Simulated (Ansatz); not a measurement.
System: 1T (CdI2-type) PtSe2. Method: r²SCAN+rVV10 (plane waves, PAW; Ansatz, a program for electronic structure).

Settings: plane-wave cutoff 600 eV, 24×24×16 k mesh (along the axes of the cell as run), Fermi–Dirac smearing 0.05 eV, scalar-relativistic PAW data made under PBE.

Computed at the level's own relaxed cell.

```yaml
crystal:
  lattice:
    - [3.72719, 0.00000, 0.00000]
    - [-1.86360, 3.22784, 0.00000]
    - [0.00000, 0.00000, 5.29334]
  atoms:
    - { symbol: Pt, position: [0.00000, 0.00000, 0.00000] }
    - { symbol: Se, position: [0.33333, 0.66667, 0.24562] }
    - { symbol: Se, position: [0.66667, 0.33333, 0.75438] }
```

### Question
Give the elastic tensor (Voigt notation, GPa, ions relaxed, in the Cartesian axes of the cell as printed).

### Answer

```
  178.2    57.0    28.9   -16.3     0.0     0.0
   57.0   178.2    28.9    16.3     0.0     0.0
   28.9    28.9    19.9     0.0     0.0     0.0
  -16.3    16.3     0.0    24.6     0.0     0.0
    0.0     0.0     0.0     0.0    24.6   -16.3
    0.0     0.0     0.0     0.0   -16.3    60.6
```

Note: the solid has no gap at this level, which affects its response.

Spin–orbit coupling is not included.

Computed values are for the static lattice.
